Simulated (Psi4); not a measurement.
# [B2H5]− (SMILES B[BH3-]): levels of theory compared

Aim: a comparison of 6 runs (HF/3-21G, B3LYP/6-31G*, TPSS/pcseg-2, EOM-CC3/6-31G, QCISD(T)/6-31G) of [B2H5]−. 

The results are computed with Psi4 1.11.

**1. The structure to begin with**

The species is [B2H5]− (7 atoms), meant as a singlet with charge -1. As SMILES, `B[BH3-]`. The shape is that of a GFN2-xTB optimisation.

Bond lengths: B1–B2 1.680 Å, B1–H3 1.204 Å, B1–H4 1.203 Å, B2–H5 1.241 Å, B2–H6 1.241 Å, B2–H7 1.240 Å. Angles: B1–B2–H5 110.6°, B1–B2–H6 110.4°, B1–B2–H7 115.9°, B2–B1–H3 126.5°, B2–B1–H4 123.5°, H5–B2–H6 105.3°, H5–B2–H7 107.0°, H6–B2–H7 107.0°, H3–B1–H4 110.0°.

**2. The energy at HF/3-21G (run 1)**

File run.py:

```python
import psi4

psi4.set_memory('1600 MB')
psi4.set_num_threads(1)
psi4.core.set_output_file('output.dat', False)

m = psi4.geometry("""
-1 1
B      0.39686138    -1.53748117     0.89639159
B     -0.22659706     1.15938477    -0.66023251
H      2.38511783    -2.13221578     1.83112572
H     -1.14577874    -3.17139507     1.24245713
H     -1.00444613     0.70216554    -2.82525394
H     -1.96947257     2.32455211     0.39204258
H      1.56433418     2.65498962    -0.87653057
units bohr
symmetry c1
no_reorient
no_com
""")

psi4.set_options(dict(basis='3-21G', reference='rhf', puream=True, e_convergence=1e-09, d_convergence=1e-08, scf_type='pk'))

energy_value = psi4.energy('scf', molecule=m)
print(f'scf energy: {energy_value:.10f} Eh')
```

Run with:

```
$ python run.py
```

output.dat:

```text
[...]
  Running in c1 symmetry.
[...]
  Nuclear repulsion =   26.045679671815392
[...]
  Multiplicity = 1
[...]
  Nalpha       = 8
  Nbeta        = 8
[...]
    Number of basis functions: 28
[...]
   @RHF iter   1:   -51.84182565196728   -9.53205e-01   1.07388e-02 ADIIS/DIIS
[...]
   @RHF iter  11:   -51.91282379304874   -6.67910e-13   1.26338e-09 DIIS
[...]
    Orbital Energies [Eh]
    ---------------------
    Doubly Occupied:
       1A     -7.322601     2A     -7.224560     3A     -0.500791
       4A     -0.402674     5A     -0.272694     6A     -0.185446
       7A     -0.166824     8A     -0.154301
[...]
  @RHF Final Energy:   -51.91282379304874
   => Energetics <=
    Nuclear Repulsion Energy =             26.0456796718153925
    One-Electron Energy =                -123.4572246761664758
    Two-Electron Energy =                  45.4987212113023389
    Total Energy =                        -51.9128237930487444
[...]
 Multipole Moments:
 ------------------------------------------------------------------------------------
     Multipole            Electronic (a.u.)      Nuclear  (a.u.)        Total (a.u.)
 ------------------------------------------------------------------------------------
 L = 1.  Multiply by 2.5417464519 to convert [e a0] to [Debye]
 Dipole X            :         -0.5758107            0.6810762            0.1052655
 Dipole Y            :          0.7795972           -1.5123856           -0.7327884
 Dipole Z            :         -0.5392164            0.9446363            0.4054200
 Magnitude           :                                                    0.8440527
[...]
```

Standard output:

```text
scf energy: -51.9128237930 Eh
```

Wall time 1.1 s (1 thread of Intel Xeon 6975P-C (Granite Rapids), shared host); peak memory 0.18 GiB.

**3. Energy and gradient at B3LYP/6-31G(d) (Cartesian functions) (run 2)**

File b2h5.in:

```
memory 1600 mb

molecule system {
  -1 1
  B      0.210010    -0.813600     0.474350
  B     -0.119910     0.613520    -0.349380
  H      1.262150    -1.128320     0.968990
  H     -0.606320    -1.678230     0.657480
  H     -0.531530     0.371570    -1.495060
  H     -1.042200     1.230100     0.207460
  H      0.827810     1.404960    -0.463840
  symmetry c1
  no_reorient
  no_com
}

set puream false
set e_convergence 1e-09
set d_convergence 1e-08
set scf_type pk
set dft_radial_points 99
set dft_spherical_points 590

e, wfn = gradient('b3lyp/6-31G*', return_wfn=True)
oeprop(wfn, 'QUADRUPOLE', 'MAYER_INDICES', 'DIPOLE', title='B3LYP')
print_variables()
```

Run with:

```
$ psi4 b2h5.in b2h5.out -n 1
```

b2h5.out:

```text
[...]
  Running in c1 symmetry.
[...]
  Nuclear repulsion =   26.045679649529131
[...]
  Multiplicity = 1
[...]
  Nalpha       = 8
  Nbeta        = 8
[...]
    Number of basis functions: 40
[...]
   @RKS iter   1:   -52.43823803276300   -4.97421e-01   1.41952e-02 DIIS/ADIIS
[...]
   @RKS iter  10:   -52.67662264224390   -3.76588e-13   2.70877e-09 DIIS
[...]
    Orbital Energies [Eh]
    ---------------------
    Doubly Occupied:
       1A     -6.511647     2A     -6.426463     3A     -0.290467
       4A     -0.216442     5A     -0.121181     6A     -0.059029
       7A     -0.037532     8A     -0.021015
[...]
  @RKS Final Energy:   -52.67662264224390
   => Energetics <=
    Nuclear Repulsion Energy =             26.0456796495291307
    One-Electron Energy =                -124.1250097963450827
    Two-Electron Energy =                  53.6601001079422062
    DFT Exchange-Correlation Energy =      -8.2573926033701550
    Empirical Dispersion Energy =           0.0000000000000000
    VV10 Nonlocal Energy =                  0.0000000000000000
    Total Energy =                        -52.6766226422438990
[...]
  -Total Gradient:
     Atom            X                  Y                   Z
    ------   -----------------  -----------------  -----------------
       1        0.002719608118    -0.009668398375     0.005243656670
       2       -0.005588076550    -0.006988800090     0.002332393027
       3       -0.008624919393     0.003307886879    -0.004298925358
       4        0.007098298132     0.008023987440    -0.001698591109
       5        0.002541488760     0.002727550220     0.000511600893
       6        0.003013873157     0.001934938804    -0.001332703690
       7       -0.001160336546     0.000662630617    -0.000757330730
[...]
 Multipole Moments:
 ------------------------------------------------------------------------------------
     Multipole            Electronic (a.u.)      Nuclear  (a.u.)        Total (a.u.)
 ------------------------------------------------------------------------------------
 L = 1.  Multiply by 2.5417464519 to convert [e a0] to [Debye]
 Dipole X            :         -0.6214835            0.6810762            0.0595927
 Dipole Y            :          0.9175132           -1.5123856           -0.5948724
 Dipole Z            :         -0.6222112            0.9446363            0.3224251
 Magnitude           :                                                    0.6792514
 L = 2.  Multiply by 1.3450342976 to convert [e a0^2] to [Debye ang]
 Quadrupole XX       :        -31.5107201           15.3806976          -16.1300226
 Quadrupole XY       :          7.1243004           -6.9464073            0.1778931
[...]
```

It took 6 s on 1 thread of Intel Xeon 6975P-C (Granite Rapids), shared host; peak memory 0.69 GiB.

Runs 3 to 4 aren't shown in full; the table further down has their settings and results.

**4. The energy at QCISD(T)/6-31G (run 5)**

File job.inp:

```
memory 1600 mb

molecule geom {
  -1 1
  B      0.210010    -0.813600     0.474350
  B     -0.119910     0.613520    -0.349380
  H      1.262150    -1.128320     0.968990
  H     -0.606320    -1.678230     0.657480
  H     -0.531530     0.371570    -1.495060
  H     -1.042200     1.230100     0.207460
  H      0.827810     1.404960    -0.463840
}

set {
  reference   rhf
  scf_type    pk
  freeze_core true
}

e, wfn = energy('qcisd(t)/6-31G', return_wfn=True)
```

Run with:

```
$ psi4 job.inp job.out -n 1
```

job.out:

```text
[...]
  Running in c1 symmetry.
[...]
  Nuclear repulsion =   26.045679649529131
[...]
  Multiplicity = 1
[...]
  Nalpha       = 8
  Nbeta        = 8
[...]
    Number of basis functions: 28
[...]
   @RHF iter   1:   -52.11118511847634   -9.22745e-01   1.05984e-02 ADIIS/DIIS
[...]
   @RHF iter  11:   -52.18571681735497   -8.66862e-13   1.34229e-09 DIIS
[...]
    Orbital Energies [Eh]
    ---------------------
    Doubly Occupied:
       1A     -7.364070     2A     -7.270451     3A     -0.502518
       4A     -0.403661     5A     -0.271872     6A     -0.185655
       7A     -0.167590     8A     -0.154391
[...]
  @RHF Final Energy:   -52.18571681735497
   => Energetics <=
    Nuclear Repulsion Energy =             26.0456796495291307
    One-Electron Energy =                -123.8223759463251099
    Two-Electron Energy =                  45.5909794794410033
    Total Energy =                        -52.1857168173549724
[...]
 Multipole Moments:
 ------------------------------------------------------------------------------------
     Multipole            Electronic (a.u.)      Nuclear  (a.u.)        Total (a.u.)
 ------------------------------------------------------------------------------------
 L = 1.  Multiply by 2.5417464519 to convert [e a0] to [Debye]
 Dipole X            :          0.4475071           -0.2629686            0.1845385
 Dipole Y            :         -1.4826546            0.5839781           -0.8986765
 Dipole Z            :          0.8750470           -0.3647528            0.5102942
 Magnitude           :                                                    1.0497972
[...]
      * MP2 total energy:                    -52.311612644025
[...]
      * MP3 total energy:                    -52.335157625132
[...]
      * QCISD total energy:                  -52.343200818351
[...]
```

Run time: 1.7 s. Hardware: 1 thread of Intel Xeon 6975P-C (Granite Rapids), shared host; peak memory 0.19 GiB.

**5. The energy at QCISD(T)/6-31G (sfX2C) (run 6)**

File b2h5.json:

```json
{
  "schema_name": "qcschema_input",
  "schema_version": 1,
  "molecule": {
    "schema_name": "qcschema_molecule",
    "schema_version": 2,
    "symbols": ["B", "B", "H", "H", "H", "H", "H"],
    "geometry": [0.39686138, -1.53748117, 0.89639159, -0.22659706, 1.15938477, -0.66023251, 2.38511783, -2.13221578, 1.83112572, -1.14577874, -3.17139507, 1.24245713, -1.00444613, 0.70216554, -2.82525394, -1.96947257, 2.32455211, 0.39204258, 1.56433418, 2.65498962, -0.87653057],
    "molecular_charge": -1,
    "molecular_multiplicity": 1
  },
  "driver": "energy",
  "model": {
    "method": "qcisd(t)",
    "basis": "6-31G"
  },
  "keywords": {
    "reference": "rhf",
    "scf_type": "pk",
    "freeze_core": true,
    "relativistic": "x2c"
  }
}
```

Run with:

```
$ psi4 --qcschema b2h5.json -n 1 --memory 1600MB
```

stdout:

```text
[...]
  Running in c1 symmetry.
[...]
  Nuclear repulsion =   26.045679671815392
[...]
  Multiplicity = 1
[...]
  Nalpha       = 8
  Nbeta        = 8
[...]
    Number of basis functions: 28
[...]
    WARNING: The X2C and Dirac Hamiltonians have substatially different eigenvalues!
             This is probably caused by the recontraction of the basis set.
[...]
   @RHF iter   1:   -52.12401752668471   -9.23119e-01   1.06022e-02 DIIS/ADIIS
[...]
   @RHF iter  11:   -52.19860450534888   -8.45546e-13   1.34548e-09 DIIS
[...]
    Orbital Energies [Eh]
    ---------------------
    Doubly Occupied:
       1A     -7.366800     2A     -7.273191     3A     -0.502710
       4A     -0.403779     5A     -0.271828     6A     -0.185613
       7A     -0.167558     8A     -0.154359
[...]
  @RHF Final Energy:   -52.19860450534888
   => Energetics <=
    Nuclear Repulsion Energy =             26.0456796718153925
    One-Electron Energy =                -123.8368930267634482
    Two-Electron Energy =                  45.5926088495991735
    Total Energy =                        -52.1986045053488823
[...]
 Multipole Moments:
 ------------------------------------------------------------------------------------
     Multipole            Electronic (a.u.)      Nuclear  (a.u.)        Total (a.u.)
 ------------------------------------------------------------------------------------
 L = 1.  Multiply by 2.5417464519 to convert [e a0] to [Debye]
 Dipole X            :          0.4474767           -0.2629686            0.1845081
 Dipole Y            :         -1.4824068            0.5839781           -0.8984287
 Dipole Z            :          0.8749128           -0.3647528            0.5101599
 Magnitude           :                                                    1.0495144
[...]
      * MP2 total energy:                    -52.324513437930
[...]
      * MP3 total energy:                    -52.348063585735
[...]
      * QCISD total energy:                  -52.356108881059
[...]
```

The result, in JSON:

```text
{
 "driver": "energy",
 "model": {
  "method": "qcisd(t)",
  "basis": "6-31G"
 },
 "success": true,
 "return_result": -52.35937678393932,
 "properties": {
  "calcinfo_nbasis": 28,
  "calcinfo_nmo": 28,
  "calcinfo_nalpha": 8,
  "calcinfo_nbeta": 8,
  "calcinfo_natom": 7,
  "nuclear_repulsion_energy": 26.045679671815392,
  "return_energy": -52.35937678393932,
  "scf_one_electron_energy": -123.83689302676345,
  "scf_two_electron_energy": 45.59260884959917,
  "scf_dipole_moment": [0.18450808317256673, -0.8984287086509368, 0.510159934006397],
  "scf_total_energy": -52.19860450534888,
  "scf_iterations": 11,
  "mp2_same_spin_correlation_energy": -0.019106216919327974,
  "mp2_opposite_spin_correlation_energy": -0.10680271566188487,
  "mp2_singles_energy": 0.0,
  "mp2_doubles_energy": -0.12590893258121286,
  "mp2_correlation_energy": -0.12590893258121286,
  "mp2_total_energy": -52.324513437930094
 }
}
```

Run time: 1.6 s. Hardware: 1 thread of Intel Xeon 6975P-C (Granite Rapids), shared host; peak memory 0.19 GiB.

**6. All runs side by side**

```csv
run,level,task,Cartesian functions,energy (Eh),HOMO energy (eV),LUMO energy (eV),HOMO–LUMO gap (eV),wall time
1,HF/3-21G,energy,no,-51.912824,-4.20,8.39,12.59,1.1 s
2,B3LYP/6-31G* (Cartesian functions),gradient,yes,-52.676623,-0.57,4.85,5.42,6 s
3,TPSS/pcseg-2,energy,no,-52.721116,-0.44,3.24,3.69,37 s
4,EOM-CC3/6-31G (DKH3),excited,yes,-52.359372,-4.20,8.54,12.74,4.5 s
5,QCISD(T)/6-31G,energy,yes,-52.346468,-4.20,8.54,12.74,1.7 s
6,QCISD(T)/6-31G (sfX2C),energy,yes,-52.359377,-4.20,8.54,12.74,1.6 s
```

**7. Results**

| quantity | value |
| --- | --- |
| run 6: total energy | -52.35938 Eh |
| run 6: HOMO energy (Hartree–Fock orbitals) | -4.20 eV |
| run 6: LUMO energy (Hartree–Fock orbitals) | 8.54 eV |
| run 6: HOMO–LUMO gap (to an unbound level, set by the basis) | 12.74 eV |
| run 6: correlation energy (2 core orbitals frozen) | -160.8 mEh |
| run 6: T1 diagnostic | 0.013 |

What this shows: Over runs 1, 2, 3 the HOMO–LUMO gap runs from 3.69 eV (TPSS/pcseg-2) to 12.59 eV (HF/3-21G). The two ends differ in method and basis. The empty levels of an anion lie above zero and hang on the basis. Totals of different functionals can't be ranked against each other. All runs together took 52 s, the longest 37 s.
